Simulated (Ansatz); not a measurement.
**HNB, doublet: the ladder up to full CI**

Geometry: a point of a stretch scan, not a stationary point.

```xyz
3

B     0.0000    0.0000    1.4715
N     0.0000    0.0000   -0.2395
H     0.0000    0.0000   -1.2321
```

Basis 6-31G; Ansatz 0.2.0. Correlated methods freeze the noble-gas cores, which leaves 9 electrons in 18 orbitals. Prefix R: restricted or restricted open-shell reference; prefix U: unrestricted. Active spaces: pair = (3e, 3o) about the gap; valence = (9e, 9o) chosen from the atoms' valence shells.

Full CI is exact within this basis and frozen core; it isn't the basis-set limit. The frozen core follows each run's orbitals, which can shift R against U totals by a few meV.

HF rows are the lowest solutions found. Coupled cluster chose its determinant by trial CCSD, here up to 0.03 eV above the lowest Hartree–Fock solution of its kind, and MP2 stands on that determinant too. For open shells CISD and CISDTQ are restricted-active-space CI with the open shells as a complete middle space.

```
UHF ⟨S²⟩                            : 0.960
⟨S²⟩ of the determinant under UCCSD : 0.774
T1 diagnostic (RCCSD)               : 0.0347
largest doubles amplitude (RCCSD)   : 0.116
T1 diagnostic (UCCSD)               : 0.0299
```

| level | E − E(RHF) (eV) |
| --- | --- |
| RMP2 | -3.4771 |
| UMP2 | -3.5035 |
| RCCSD | -4.2883 |
| UCCSD | -4.2900 |
| RCCSD(T) | -4.4340 |
| UCCSD(T) | -4.4330 |

Question: Estimate how far full CI in 6-31G lies from RCCSD(T). The table doesn't fix it; the size of (T) and the diagnostics are the guide.

Answer: Full CI in 6-31G lies 4.3 kJ/mol below RCCSD(T), which is 31 % of the (T) step (-14.1 kJ/mol). T1 is raised, and the rest is a large part of (T). The miss exceeds 1 kcal/mol.

The other levels:

```tsv
level	E − E(full CI) (kJ/mol)	share of correlation (%)	wall time
CISD	46.9	89.15	0.57 s
BCCD(T)	4.0	99.08	0.81 s
RCCSDT	1.6	99.63	–
UCCSDT	1.6	99.64	–
CISDTQ	2.4	99.45	6 s
RCCSDT(Q)	0.3	99.94	3.5 s
UCCSDT(Q)	-0.3	100.07	3.8 s
RCCSDTQ	-0.1	100.01	33 s
CASSCF (pair space)	383.3	11.30	–
NEVPT2 (pair space)	82.7	80.85	0.42 s
MRCISD (pair space)	38.9	91.00	–
MRCISD+Q (pair space)	8.8	97.96	0.66 s
CASSCF (valence space)	146.7	66.05	–
NEVPT2 (valence space)	44.9	89.60	2.9 s
MRCISD (valence space)	12.0	97.21	–
MRCISD+Q (valence space)	8.2	98.10	4 s
```

The correlation energy at full CI, counted from RHF, is -4.479 eV. That run took 81 s on 1 thread of Arm Neoverse V2, shared host over 6,554,240 determinants.

Run but not shown, since their state or frozen core can't be matched to the reference's or they repeat it: UHF.

Times hold each run's SCF and search for its determinant on a shared host, so for small cases they say little of a method's own cost; they ran on 1 thread of Arm Neoverse V2.

The full-CI state has the irrep B1 of C2v, in the program's axes (one component, if the state is degenerate).

Natural occupations of full CI about the gap: 1.977 1.961 1.935 1.875 0.990 0.087 0.068 0.045 0.024 0.013; effectively unpaired electrons, Σ n²(2−n)², 1.14.
